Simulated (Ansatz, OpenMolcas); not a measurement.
How methods differ on CH3Al (SMILES C[Al])

CH3Al: 5 atoms, total charge 0, spin state singlet. As SMILES, `C[Al]`. The shape is that of a PBE0-D4/def2-TZVP optimisation.

Quantity: the vertical ionisation energy (to the doublet cation), in eV. The values are calculated.

| level | kind | program | value (eV) | CPU time (all runs) |
| --- | --- | --- | --- | --- |
| PBE/cc-pVTZ | GGA | Ansatz | 7.66 | 6.1 s |
| revPBE/cc-pVTZ | GGA | Ansatz | 7.60 | 6.3 s |
| TPSS/cc-pVTZ | meta-GGA | OpenMolcas | 7.62 | 3.9 min |
| r2SCAN/cc-pVTZ | meta-GGA | OpenMolcas | 7.58 | 3.6 min |
| BHLYP/cc-pVTZ | global hybrid | OpenMolcas | 7.64 | 2.4 min |
| HSE06/cc-pVTZ | range-separated hybrid | Ansatz | 7.67 | 8 s |
| B2PLYP/cc-pVTZ | double hybrid | Ansatz | 7.69 | 11 s |
| CCSD/cc-pVTZ | coupled cluster or CI | Ansatz | 7.81 | 19 s |

The values span 7.58 to 7.81 eV. Times are those of the runs behind each value, whatever else they computed, on shared processors of several kinds: orders of magnitude only.
